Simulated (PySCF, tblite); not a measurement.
# methyl ethyl disulfide (C3H8S2): dynamics, then NMR shifts on frames, part 2 of 2

tblite 0.8.0 and PySCF 2.14.0. Atoms count from 0.

## (5) Shielding tensors: 625 fs, PBE0/pcSseg-1

Job settings and geometry (Å):

```
{"job": {"kind": "nmr", "xc": "PBE0", "basis": "pcSseg-1", "pop": false}, "charge": 0, "multiplicity": 1}
C     -2.891800    -1.001100     1.046400
C     -1.628800    -1.776700     1.146000
S     -0.074900    -1.015400     1.752200
S     -0.102300     0.927100     1.858300
C     -0.021000     1.803100     0.124700
H     -2.840300    -0.297100     0.195700
H     -3.671900    -1.750600     1.101200
H     -2.986000    -0.302400     1.878900
H     -1.482000    -2.196600     0.146500
H     -1.950600    -2.721900     1.714800
H      0.860200     2.441400    -0.008600
H     -1.071700     2.267100     0.135700
H     -0.077200     0.870400    -0.583000
```

Method: GIAO PBE0/pcSseg-1 NMR shielding, non-relativistic, gas phase.

What it wrote:

```text
coarse grid: 11472 points
cycle   1  E = -914.9424049756  dE =  2.866e-01  |g| = 2.792e-01  |ddm| = 3.244e+00
cycle   2  E = -914.9473104255  dE = -4.905e-03  |g| = 2.593e-01  |ddm| = 5.399e-01
cycle   3  E = -914.9643079243  dE = -1.700e-02  |g| = 4.174e-02  |ddm| = 2.295e-01
cycle   4  E = -914.9647217601  dE = -4.138e-04  |g| = 1.737e-02  |ddm| = 7.317e-02
cycle   5  E = -914.9647978035  dE = -7.604e-05  |g| = 4.926e-03  |ddm| = 2.471e-02
cycle   6  E = -914.9648035770  dE = -5.774e-06  |g| = 1.297e-03  |ddm| = 6.024e-03
final grid: 100096 points
cycle   7  E = -914.9984238501  dE = -1.928e-05  |g| = 8.063e-03  |ddm| = 2.434e-02
cycle   8  E = -914.9984068751  dE =  1.698e-05  |g| = 1.126e-02  |ddm| = 1.837e-02
cycle   9  E = -914.9984402393  dE = -3.336e-05  |g| = 7.800e-04  |ddm| = 1.129e-02
cycle  10  E = -914.9984403953  dE = -1.560e-07  |g| = 1.801e-04  |ddm| = 8.442e-04
cycle  11  E = -914.9984404030  dE = -7.664e-09  |g| = 4.824e-05  |ddm| = 1.962e-04
cycle  12  E = -914.9984404035  dE = -4.989e-10  |g| = 2.171e-05  |ddm| = 6.866e-05
converged SCF energy = -914.9984404035

GIAO shielding tensors (ppm)
atom      isotropic    diamagn.    paramagn.     s11        s22        s33       span
  0 C      175.543     249.262     -73.720    160.846    174.449    191.333     30.487
  1 C      150.637     249.321     -98.685    123.346    147.107    181.457     58.111
  2 S      458.239    1055.426    -597.186    256.736    512.964    605.018    348.282
  3 S      500.459    1054.866    -554.408    218.829    508.621    773.925    555.096
  4 C      136.699     255.573    -118.873     91.481    139.710    178.906     87.425
  5 H       30.187      30.226      -0.039     26.032     28.527     36.002      9.970
  6 H       29.769      27.393       2.376     23.950     27.905     37.452     13.502
  7 H       30.148      28.957       1.191     25.842     29.800     34.803      8.960
  8 H       28.753      32.287      -3.534     23.498     28.086     34.675     11.177
  9 H       28.010      28.207      -0.197     21.653     27.188     35.189     13.535
 10 H       27.901      29.734      -1.833     23.966     25.169     34.566     10.600
 11 H       26.593      29.017      -2.423     21.420     25.385     32.975     11.555
 12 H       28.186      30.073      -1.887     24.112     28.385     32.062      7.950
```

Wall time 19 s (1 thread of Intel Xeon at 2.70GHz, shared host); peak memory 0.71 GiB.

This run: δ C4 50.2, C1 36.3, C0 11.4, S2 45, H11 5.12, H10 3.82 ppm.

## (6) Nuclear shieldings: 800 fs, PBE0/pcSseg-1

Job settings and geometry (Å):

```
{"job": {"kind": "nmr", "xc": "PBE0", "basis": "pcSseg-1", "pop": false}, "charge": 0, "multiplicity": 1}
C     -2.535600    -2.138500     1.487800
C     -1.295000    -1.682900     0.754500
S     -0.005600    -0.594400     1.603300
S     -0.715100     1.229400     1.828600
C     -0.332300     2.112100     0.383600
H     -3.312900    -1.394600     1.660200
H     -2.922600    -2.931900     0.879000
H     -2.111600    -2.421200     2.416700
H     -1.551500    -1.183100    -0.093900
H     -0.688000    -2.574400     0.410100
H     -0.200400     3.148500     0.656500
H     -1.099100     2.171700    -0.384400
H      0.632600     1.684200    -0.110100
```

Level: GIAO PBE0/pcSseg-1 NMR shielding, non-relativistic, gas phase.

What it wrote:

```text
coarse grid: 11472 points
cycle   1  E = -914.9579247782  dE =  4.527e-01  |g| = 3.024e-01  |ddm| = 3.268e+00
cycle   2  E = -914.9612051280  dE = -3.280e-03  |g| = 2.917e-01  |ddm| = 5.351e-01
cycle   3  E = -914.9823760935  dE = -2.117e-02  |g| = 4.269e-02  |ddm| = 2.422e-01
cycle   4  E = -914.9828177602  dE = -4.417e-04  |g| = 1.858e-02  |ddm| = 7.983e-02
cycle   5  E = -914.9829053725  dE = -8.761e-05  |g| = 3.842e-03  |ddm| = 2.479e-02
cycle   6  E = -914.9829087529  dE = -3.380e-06  |g| = 9.943e-04  |ddm| = 3.911e-03
final grid: 100096 points
cycle   7  E = -915.0171374543  dE = -2.321e-05  |g| = 8.470e-03  |ddm| = 2.376e-02
cycle   8  E = -915.0171250737  dE =  1.238e-05  |g| = 1.082e-02  |ddm| = 1.708e-02
cycle   9  E = -915.0171547377  dE = -2.966e-05  |g| = 8.271e-04  |ddm| = 1.047e-02
cycle  10  E = -915.0171549138  dE = -1.761e-07  |g| = 1.627e-04  |ddm| = 1.019e-03
cycle  11  E = -915.0171549195  dE = -5.704e-09  |g| = 4.250e-05  |ddm| = 1.547e-04
cycle  12  E = -915.0171549199  dE = -3.747e-10  |g| = 1.788e-05  |ddm| = 6.201e-05
converged SCF energy = -915.0171549199

GIAO shielding tensors (ppm)
atom      isotropic    diamagn.    paramagn.     s11        s22        s33       span
  0 C      174.139     247.455     -73.316    159.438    172.859    190.120     30.682
  1 C      143.942     256.077    -112.135    115.734    138.181    177.912     62.178
  2 S      402.493    1057.084    -654.591    259.654    427.065    520.759    261.105
  3 S      577.706    1055.747    -478.041    366.627    622.666    743.825    377.198
  4 C      157.423     251.100     -93.676    119.355    161.227    191.688     72.333
  5 H       30.159      28.802       1.358     25.878     29.171     35.429      9.551
  6 H       30.702      27.320       3.383     25.197     28.270     38.640     13.443
  7 H       30.774      28.439       2.334     25.918     30.077     36.325     10.407
  8 H       30.472      37.228      -6.757     24.494     32.325     34.596     10.102
  9 H       28.880      32.430      -3.549     22.360     28.357     35.925     13.566
 10 H       29.577      29.196       0.380     24.301     26.209     38.220     13.919
 11 H       29.047      31.301      -2.255     24.232     26.746     36.162     11.930
 12 H       28.107      28.566      -0.459     23.913     26.230     34.177     10.264
```

It took 17 s on 1 thread of Intel Xeon at 2.70GHz, shared host; peak memory 0.71 GiB.

In short: δ C1 43.0, C4 29.5, C0 12.8, S2 101, H12 3.61, H9 2.84 ppm.

## (7) Nuclear shieldings: 1000 fs, PBE0/pcSseg-1

Job settings and geometry (Å):

```
{"job": {"kind": "nmr", "xc": "PBE0", "basis": "pcSseg-1", "pop": false}, "charge": 0, "multiplicity": 1}
C     -2.301800    -2.550600     1.738400
C     -1.099200    -1.988900     0.917200
S     -0.029700    -0.880200     1.956400
S     -1.211400     0.790600     1.957000
C     -0.579600     1.974400     0.707500
H     -2.702800    -1.888200     2.422900
H     -3.081500    -3.014700     1.146900
H     -1.763200    -3.442700     2.156000
H     -1.341800    -1.398100     0.084600
H     -0.452700    -2.783100     0.752200
H     -0.053800     1.176200     0.115800
H     -0.072400     2.747700     1.264700
H     -1.497400     2.489600     0.366200
```

Level: GIAO PBE0/pcSseg-1 NMR shielding, non-relativistic, gas phase.

What it wrote:

```text
coarse grid: 11472 points
cycle   1  E = -914.9458047536  dE =  3.313e-01  |g| = 2.877e-01  |ddm| = 3.179e+00
cycle   2  E = -914.9494103275  dE = -3.606e-03  |g| = 2.751e-01  |ddm| = 5.458e-01
cycle   3  E = -914.9685215503  dE = -1.911e-02  |g| = 4.082e-02  |ddm| = 2.507e-01
cycle   4  E = -914.9689342823  dE = -4.127e-04  |g| = 1.617e-02  |ddm| = 7.293e-02
cycle   5  E = -914.9689999668  dE = -6.568e-05  |g| = 4.496e-03  |ddm| = 2.456e-02
cycle   6  E = -914.9690048233  dE = -4.857e-06  |g| = 1.007e-03  |ddm| = 4.953e-03
final grid: 100096 points
cycle   7  E = -915.0037384732  dE = -2.328e-05  |g| = 8.197e-03  |ddm| = 2.328e-02
cycle   8  E = -915.0037262141  dE =  1.226e-05  |g| = 1.057e-02  |ddm| = 1.638e-02
cycle   9  E = -915.0037548616  dE = -2.865e-05  |g| = 6.889e-04  |ddm| = 1.002e-02
cycle  10  E = -915.0037549881  dE = -1.265e-07  |g| = 1.595e-04  |ddm| = 8.638e-04
cycle  11  E = -915.0037549938  dE = -5.754e-09  |g| = 3.604e-05  |ddm| = 1.531e-04
cycle  12  E = -915.0037549941  dE = -2.926e-10  |g| = 9.550e-06  |ddm| = 4.785e-05
converged SCF energy = -915.0037549941

GIAO shielding tensors (ppm)
atom      isotropic    diamagn.    paramagn.     s11        s22        s33       span
  0 C      170.456     243.628     -73.173    141.974    181.332    188.062     46.088
  1 C      143.816     251.811    -107.995    123.586    134.222    173.639     50.053
  2 S      373.557    1056.901    -683.344    235.694    311.829    573.149    337.454
  3 S      452.225    1055.374    -603.149    238.065    430.340    688.270    450.205
  4 C      154.388     250.644     -96.256    123.158    157.401    182.605     59.447
  5 H       31.593      29.574       2.019     26.574     32.378     35.828      9.253
  6 H       30.674      27.176       3.497     26.126     27.187     38.709     12.582
  7 H       29.119      25.991       3.127     23.965     27.698     35.693     11.728
  8 H       30.021      33.077      -3.055     23.785     31.287     34.993     11.208
  9 H       30.217      34.806      -4.589     24.042     29.327     37.284     13.242
 10 H       27.336      28.789      -1.453     21.414     27.720     32.874     11.461
 11 H       28.300      29.925      -1.624     22.851     26.937     35.113     12.262
 12 H       28.617      29.699      -1.082     23.244     26.302     36.305     13.060
```

It took 17 s on 1 thread of Intel Xeon at 2.70GHz, shared host; peak memory 0.72 GiB.

Key values: δ C1 43.1, C4 32.5, C0 16.5, S2 130, H10 4.38, H11 3.42 ppm.

## (8) Comparing the runs: NMR shifts

Shifts (ppm) of some atoms, chosen among heavy atoms and hydrogens apart, with basis size and wall time:

```
  frame    C1    C4    C0    H9    H8   S2   S3  functions  time
 250 fs  32.7  31.3  22.1  2.32  0.60  130   22        139  24 s
 425 fs  47.0  30.3  22.9  4.68  4.78  193  116        139  17 s
 625 fs  36.3  50.2  11.4  3.71  2.96   45    3        139  19 s
 800 fs  43.0  29.5  12.8  2.84  1.25  101  -74        139  17 s
1000 fs  43.1  32.5  16.5  1.50  1.70  130   52        139  17 s
```

## (9) Results

What follows sums up all 2 parts.

```
                                      quantity                                               value
                                    thermostat                                               600 K
                 mean temperature, second half                                               546 K
       mean potential energy above the minimum                                             0.78 eV
13C shifts against TMS (PBE0/pcSseg-1, 250 fs)                                32.7, 31.3, 22.1 ppm
 1H shifts against TMS (PBE0/pcSseg-1, 250 fs)  4.28, 3.79, 3.69, 2.99, 2.32, 2.18, 1.41, 0.60 ppm
33S shifts against CS2 (PBE0/pcSseg-1, 250 fs)                                         130, 22 ppm
         surface potential, 1st and 99th percentile                                  -1.06 V and 0.97 V
                      range of the shift of S3                                      -74 to 116 ppm
```

**Reading.** In the second half the potential energy averages 0.78 eV above the minimum; equipartition over 33 harmonic modes at 600 K would give 0.85 eV. With 13 atoms the temperature swings widely (310 to 836 K). Shifts at one fixed geometry are not the observed spectrum, which averages over the motion. In the first frame run (250 fs): The widest tensor belongs to S3: span 420 ppm, with a paramagnetic part of -574 ppm. At PBE0/pcSseg-1, counted by nearest atom on the grid, the HOMO lies on S3 57 %; S2 23 %, the LUMO on S2, S3 about 39 % each. Across the 5 runs the shift of S3 moves most, between -74 (800 fs) and 116 ppm (425 fs).
